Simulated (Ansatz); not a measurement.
`CCC(C)F` → `C[CH]CC`• + F•  (homolysis of the C–F bond)

Isolated molecules relaxed with PBE0-D4/def2-TZVP in Ansatz; ΔE leaves out vibrations. CCSD(T)/CBS adds triple-zeta CCSD(T) − MP2 to the extrapolated MP2 energy (def2 sets, frozen cores). This one scheme is used for every species, atoms too. Functionals use def2-TZVPP. Open shells (•) are unrestricted, without spin–orbit coupling. Spin–orbit coupling would lower the free atoms: a little for F. Each species was taken in one conformer, which may not be the lowest.

`CCC(C)F`:

Z-matrix (Å, degrees):
```
C
C 1 1.518
H 1 1.094 2 111.1
H 1 1.092 2 111.1 3 120.0
H 1 1.091 2 110.9 3 -119.9
C 2 1.512 1 113.3 3 60.7
H 2 1.095 1 110.3 3 -60.2
H 2 1.096 1 110.4 3 -177.9
F 6 1.397 2 108.6 1 60.2
C 6 1.507 2 113.8 1 -179.3
H 6 1.098 2 109.8 1 -55.1
H 10 1.092 6 110.3 2 63.1
H 10 1.093 6 110.4 2 -56.8
H 10 1.091 6 110.6 2 -177.0
```

`C[CH]CC`•:

```xyz
13

C    -0.234    0.970    1.726
C    -0.112    0.699    0.276
C     0.199   -0.661   -0.225
C     0.074   -0.803   -1.733
H    -0.653    1.958    1.926
H     0.741    0.925    2.236
H    -0.868    0.225    2.221
H    -0.040    1.534   -0.415
H     1.221   -0.947    0.082
H    -0.452   -1.392    0.276
H     0.323   -1.814   -2.062
H    -0.945   -0.583   -2.063
H     0.745   -0.110   -2.247
```

Task: What is ΔE at CCSD(T)/CBS? (An estimate is asked.)

Result: Ansatz gave: +501.1 kJ/mol.

Task: What do these levels give: revPBE-D4, r2SCANh-D4, BHLYP-D4, ωB97X-V, ωB97M-V, B2PLYP, BLYP, MP2/def2-TZVPP, CCSD(T)/def2-TZVPP, SCS-MP2/def2-QZVPP, HF/CBS(def2), MP2/CBS(def2)? (An estimate is asked.)

Result: The calculation gave: revPBE-D4 480.1, r2SCANh-D4 468.1, BHLYP-D4 448.0, ωB97X-V 497.1, ωB97M-V 497.7, B2PLYP 483.3, BLYP 480.7, MP2/def2-TZVPP 516.8, CCSD(T)/def2-TZVPP 484.8, SCS-MP2/def2-QZVPP 511.9, HF/CBS(def2) 312.9, MP2/CBS(def2) 533.1 kJ/mol.

Largest T1 diagnostic among the species: 0.011.

At CCSD(T), def2-SVP lies −32.2 kJ/mol from the extrapolated value and def2-TZVPP −16.3 kJ/mol: correlation converges slowly with the basis, and small sets miss more of it in the bonded molecule than in its fragments. The D4 term adds +4.8 kJ/mol with B3LYP and +2.6 kJ/mol with PBE0; it sums over pairs of atoms, weighted by their polarisabilities, and B3LYP, whose exchange is more repulsive, gets the larger term. Leaving LDA and LC-ωPBE aside and taking each functional with its dispersion term where it has one, the values, not all of them listed here, spread over 55.9 kJ/mol, from BHLYP-D4 to PBE-D4. LDA lies +102.6 kJ/mol from PBE without D4, its usual overbinding.

B3LYP here is the variant with VWN-RPA as its local correlation; programs differ in this.
